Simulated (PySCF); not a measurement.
Species: diacetylene, C4H2.
Numbering: `[CH:1]#[C:2][C:3]#[CH:4]` (hydrogens: H5 on C1; H6 on C4)

Linear response at PBE0/aug-cc-pVTZ (PySCF, frozen core in the response, non-relativistic). Geometry: PBE0-D3(BJ)/def2-TZVP; no solvent, vibrations or thermal averaging.

Static isotropic polarisability: 49.40 au (7.32 Å³), principal values 30.2, 30.2, 87.7 au.

What is the polarisability at 1064 nm and at the sodium D line?

50.09 au at 1064 nm (+1.4 %), 51.75 au at 589.3 nm (+4.8 %). The rise at 589.3 nm is 3.42 times that at 1064 nm; a pure ω² law gives 3.26. The lowest singlet lies at 258 nm, shorter than both wavelengths.

What is the isotropic C6 coefficient between two such molecules, C6 = (3/π)∫α(iω)² dω?

796.1 au (Eh·bohr⁶) by a ten-point quadrature over imaginary frequencies, which is 476 eV·Å⁶ or 45.9 J·nm⁶/mol.

Which effective excitation energy ω̄ makes London's formula C6 = (3/4)α²ω̄ exact here?

ω̄ = 4·C6/(3α²) = 0.435 Eh = 11.8 eV. A one-pole form α(ω) = α/(1 − ω²/ω̄²) fitted to the 1064 nm value gives 9.9 eV.

How anisotropic is the static polarisability, by Δα² = ½[(α1 − α2)² + (α2 − α3)² + (α3 − α1)²]?

Δα = 57.5 au, or 1.16 of the isotropic value.

What molar refraction at the D line follows from R = (4π/3)·N_A·α′, with α′ the polarisability volume?

α′ = 7.67 Å³ gives R = 19.34 cm³/mol, for isolated, non-vibrating species.

The lowest 10 singlets have (eV, f): 4.80, 0.000; 4.99, 0.000; 4.99, 0.000; 6.84, 0.000; 6.84, 0.000; 7.16, 0.026; 7.16, 0.026; 7.27, 0.000; 7.43, 1.071; 7.53, 0.000. What share of the static polarisability do they carry in the sum over states α = Σ f/ω²?

15.14 au, 30.7 % of α; the largest term, 14.38 au, is that of the state at 7.43 eV. Their oscillator strengths add up to 1.12. Higher states carry the rest.

How many electrons N does the Slater–Kirkwood formula C6 = (3/4)·√N·α^(3/2) need to give this C6?

N = (4·C6/3)²/α³ = 9.3; the species has 26 electrons in all.

What three-body coefficient follows from the one-pole estimate C9 = (3/4)·α·C6?

29500 au. This is an estimate from the two numbers above, not a computed integral.
